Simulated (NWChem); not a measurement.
# PBE/def2-TZVPD run of BH2SF (SMILES FBS)

Aim: the vertical ionisation energy of BH2SF at PBE/def2-TZVPD, from 2 runs. 

The calculation is run with NWChem 7.3.0.

**1. The molecule**

The species is BH2SF (5 atoms), meant as a singlet with charge 0. As SMILES, `FBS`. The shape is that of a PBE0-D4/def2-TZVP optimisation. This is one conformer, not always the lowest.

Bond lengths: F1–B2 1.322 Å, B2–S3 1.794 Å, B2–H4 1.194 Å, S3–H5 1.342 Å. Angles: F1–B2–S3 117.9°, F1–B2–H4 119.5°, S3–B2–H4 122.6°, B2–S3–H5 94.9°.

**2. A single-point energy at PBE/def2-TZVPD**

File work.nw:

```
start work
title "BFH2S energy"
memory 2200 mb

geometry units au noautosym nocenter noautoz
  F     -2.11479251    -1.71190290    -2.02049517
  B     -0.78007894    -0.64080613    -0.20049994
  S      1.83756968     1.32016267    -1.09490732
  H     -1.34548500    -1.00325560     1.95340990
  H      2.49708410     1.89671811     1.28425787
end

basis spherical bse
  * library def2-TZVPD
end

dft
  xc xpbe96 cpbe96
  grid fine
  convergence energy 1e-08
  maxiter 100
  mulliken
  print low
end

task dft energy
```

On the command line:

```bash
nwchem work.nw > work.out
```

What it wrote:

```text
[...]
 d= 0,ls=0.0,diis     1   -523.8436864063 -6.10D+02  6.47D-03  1.14D+00     4.2
[...]
 d= 0,ls=0.0,diis    11   -523.9212557711 -5.69D-09  1.15D-07  4.97D-10    38.2
         Total DFT energy =     -523.921255771119
      One electron energy =     -895.805048422927
           Coulomb energy =      325.908312327295
    Exchange-Corr. energy =      -40.660146610079
 Nuclear repulsion energy =       86.635626934593
[...]
      Total Density - Mulliken Population Analysis
     ---------------------------------------------
    Atom       Charge   Shell Charges
 -----------   ------   -------------------------------------------------------
    1 F    9     9.21   0.77  1.20  0.62  0.96  0.35  0.00  2.29  2.08  0.88  0.03  0.00  0.01  0.01  0.00
    2 B    5     4.69   0.91  1.05  0.54  0.37  0.01  0.00  0.98  0.58  0.03  0.07  0.10  0.01  0.03
    3 S   16    16.30   2.01  0.47  1.49  1.11  0.81  0.05  4.19  1.66  0.96  2.39  1.05  0.03  0.03  0.06  0.01  0.01
    4 H    1     0.99   0.26  0.50  0.21  0.01  0.01
    5 H    1     0.81   0.24  0.46  0.05  0.02  0.03
[...]
```

Run time: 39 s. Hardware: 1 thread of Intel Xeon Platinum 8488C (Sapphire Rapids), shared host; peak memory 0.12 GiB.

**3. The doublet cation at the same level**

File bfh2s.nw:

```
START bfh2s
memory total 2200 mb
charge 1

GEOMETRY units angstrom noautosym nocenter noautoz
F    -1.119100   -0.905900   -1.069200
B    -0.412800   -0.339100   -0.106100
S     0.972400    0.698600   -0.579400
H    -0.712000   -0.530900    1.033700
H     1.321400    1.003700    0.679600
END

BASIS spherical bse
* library def2-TZVPD
END

DFT
xc xpbe96 cpbe96
mult 2
grid fine
convergence energy 1e-08
iterations 100
mulliken
print low
END

TASK dft energy
```

On the command line:

```bash
nwchem bfh2s.nw > bfh2s.out
```

What it wrote:

```text
[...]
 d= 0,ls=0.0,diis     1   -523.2330841828 -6.10D+02  7.72D-03  1.12D+00     5.2
[...]
 d= 0,ls=0.5,diis    17   -523.5218713486 -9.16D-09  2.88D-07  2.23D-09    77.1
[...]
         Total DFT energy =     -523.521871352470
      One electron energy =     -886.497469947622
           Coulomb energy =      316.699822806820
    Exchange-Corr. energy =      -40.359857399396
 Nuclear repulsion energy =       86.635633187726
[...]
      Total Density - Mulliken Population Analysis
     ---------------------------------------------
    Atom       Charge   Shell Charges
 -----------   ------   -------------------------------------------------------
    1 F    9     9.09   0.77  1.19  0.63  0.97  0.34 -0.01  2.27  2.06  0.82  0.03  0.00  0.01  0.01  0.00
    2 B    5     4.62   0.91  1.05  0.55  0.41  0.01 -0.01  0.97  0.54 -0.02  0.07  0.08 -0.00  0.03
    3 S   16    15.76   2.01  0.47  1.48  1.19  0.78  0.03  4.18  1.66  0.93  2.22  0.69  0.01  0.03  0.07  0.00  0.01
    4 H    1     0.87   0.26  0.47  0.13  0.01  0.00
    5 H    1     0.65   0.24  0.42 -0.02  0.02 -0.01
[...]
      <S2> =      0.7541 (Exact =     0.7500)
[...]
```

It took 82 s on 1 thread of Intel Xeon Platinum 8488C (Sapphire Rapids), shared host; peak memory 0.13 GiB.

**4. Results**

At PBE/def2-TZVPD:

```
                                          quantity          value
                       singlet BH2SF: total energy  -523.92126 Eh
                      doublet cation: total energy  -523.52187 Eh
                              doublet cation: ⟨S²⟩          0.754
vertical ionisation energy (to the doublet cation)      10.868 eV
```

What this shows: Removing an electron at fixed nuclei costs 10.87 eV (1049 kJ/mol). Mulliken charges (doublet cation) run from -0.09 on F1 to +0.38 on B2; in a basis this large or diffuse they mean little.
